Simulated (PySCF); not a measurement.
CN, SMILES N#[C] (connectivity only; charge and spin as stated), charge -1, multiplicity 1. Atoms are numbered in the order given.

```xyz
2

C      0.0000     0.0000    -0.6300
N      0.0000     0.0000     0.5400
```
Charge -1, spin multiplicity 1.

Geometry optimised at B3LYP-D3(BJ)/def2-TZVPD.

Computed with PySCF with HF/pcSseg-2.

GIAO shieldings, no solvent; atoms alike by connectivity are averaged. δ = σ(ref) − σ: ¹³C against TMS (σ = 193.3 ppm); ¹⁵N against NH3 (σ = 262.2 ppm), references at their B3LYP-D3(BJ)/def2-TZVP geometries, non-relativistic.

Computed chemical shifts:
```csv
nucleus,atoms,count,δ (ppm)
¹³C,C1,1,183.4
¹⁵N,N2,1,319.9
```
